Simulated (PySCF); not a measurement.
Cubic BN: correlation energy from several methods in one and the same small orbital space (PySCF; 2 atoms at the zone centre, 8 electrons in 20 orbitals, empty ones MP2 natural orbitals of a TZ basis, lattice constant set to 3.50752 Å). Its volume lies 9 % below that of the crystal's usual cell. It tests the methods against each other and lies far from the crystal's limit.

Full CI gives -2.8844 eV per atom.

### Question
What share of it do MP2, CCSD, CCSD(T), CCSDT, CCSDT(Q) recover?

### Answer
MP2 80.3 %; CCSD 98.2 %; CCSD(T) 99.5 %; CCSDT 99.8 %; CCSDT(Q) 100.0 %.

```
method    E_corr (eV per atom)  share of full CI (%)  error (meV)
--------  --------------------  --------------------  -----------
MP2                    -2.3158                  80.3          569
CCSD                   -2.8320                  98.2           52
CCSD(T)                -2.8704                  99.5           14
CCSDT                  -2.8800                  99.8            4
CCSDT(Q)               -2.8838                 100.0            1
full CI                -2.8844                 100.0            0
```

The Hartree–Fock determinant has a weight of 0.92 in the full CI state.

MP2, (T) and (Q) use filled levels shifted down by the Madelung term, which in so small a cell is a large part of the gap, so these rows hang on it.
